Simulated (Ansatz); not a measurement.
Born–Oppenheimer molecular dynamics of CH5AlO (8 atoms, charge 0, multiplicity 1). It starts from a relaxed structure.

Computed with RKS B3LYP-D4/def2-mTZVP in Ansatz 0.2.0.

```json
{"ensemble": "NVT, Nosé–Hoover chain", "time step": "0.5 fs", "steps asked": "150", "set temperature": "300 K", "thermostat": "time constant 300 fs, chain length 3", "seed": "153596"}
```

First frame:

```xyz
8
Properties=species:S:1:pos:R:3
Al -0.034 -0.134 -0.081
H 0.170 0.010 1.485
O 1.329 -0.462 -1.061
H 2.214 -0.571 -0.698
C -1.751 0.030 -0.991
H -2.376 -0.853 -0.827
H -2.328 0.886 -0.628
H -1.629 0.142 -2.070
```

How far do the bonds stretch over the last three quarters of this one trajectory? (Pairs bonded in most of those frames.)


```
  bond  mean (Å)  spread (Å)  shortest  longest
Al1–H2     1.588       0.005      1.58     1.59
Al1–O3     1.713       0.008      1.70     1.72
Al1–C5     1.953       0.015      1.94     1.98
 O3–H4     0.963       0.004      0.96     0.97
 C5–H6     1.094       0.013      1.07     1.11
 C5–H7     1.102       0.042      1.04     1.17
 C5–H8     1.099       0.019      1.06     1.13
```

Mean temperature of the second half: 201 K. The conserved energy stayed within 0.24 meV per atom of its start (net change 0.15 meV per atom), so the integration is sound. The mean temperature of the second half is 33 % below the set value. A run of 0.075 ps of so small a system gives no equilibrium averages.

Time of the run: 6.4 min on 1 thread of Arm Neoverse V1, on a shared host, peak memory 0.14 GiB.
